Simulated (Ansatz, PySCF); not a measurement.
Wanted: the gas-phase enthalpy of formation of C=CCl at 298 K. Reaction (SMILES): C=CCl + C (CH4) -> C=C (C2H4) [ethene] + CCl (CH3Cl); bond separation energy.

Geometries: B3LYP-D3(BJ)/def2-TZVP minima from Ansatz (a quantum-chemistry and plane-wave program). Valence correlation only, unless marked. Open shells are spin-unrestricted. Spin-orbit coupling is left out. No relativistic terms. Basis-set limits of correlation are two-point, X^-3; Hartree-Fock from the larger set. The bracket is a focal-point correction in the basis named. Thermal terms are rigid-rotor harmonic-oscillator values from B3LYP-D3(BJ) frequencies (PySCF) at 298.15 K and 1 atm. 1 Eh = 627.5095 kcal/mol. PBE is always shown; the other two functionals were drawn at random. The atomisation route leaves out scalar relativity and anharmonic zero-point terms, the atoms' spin-orbit terms, and in the frozen-core level the core correlation. Atomic data: G2/97 table in ASE.

Tabulated enthalpies of formation of the partners: C (CH4) -17.8 kcal/mol, ATcT 1.112; C=C (C2H4) 12.6 kcal/mol, ATcT 1.112; CCl (CH3Cl) -19.7 kcal/mol, ATcT 1.112.

```
level                                                                               computed ΔH of the reaction (kcal/mol)  ΔHf by atomisation and measured atoms (kcal/mol)
----------------------------------------------------------------------------------  --------------------------------------  ------------------------------------------------
PBE/def2-TZVPD (Ansatz)                                                                                                6.7                                              -8.9
B3LYP-D3(BJ)/def2-TZVPD (Ansatz + dftd3)                                                                               5.6                                               5.1
PBE0-D4/def2-TZVPD (Ansatz + dftd4)                                                                                    6.2                                               0.3
RI-MP2/CBS(aug-cc-pV(T+d)Z,aug-cc-pV(Q+d)Z)+[CCSD(T)-MP2]/aug-cc-pV(T+d)Z (Ansatz)                                     5.1                                               5.4
```

Problem. Derive ΔHf from the reaction at each level, and compare how far the levels part by the two routes.

Solution. 
The partners sum to 10.7 kcal/mol (products minus other reactants), so ΔHf = (10.7 - ΔH):
- PBE/def2-TZVPD: 4.0
- B3LYP-D3(BJ)/def2-TZVPD: 5.1
- PBE0-D4/def2-TZVPD: 4.5
- RI-MP2/CBS(aug-cc-pV(T+d)Z,aug-cc-pV(Q+d)Z)+[CCSD(T)-MP2]/aug-cc-pV(T+d)Z: 5.6
All levels span 1.6 kcal/mol by the reaction and 14.3 by atomisation; without PBE they span 1.1 and 5.1. The target has no sound value in the tables used.
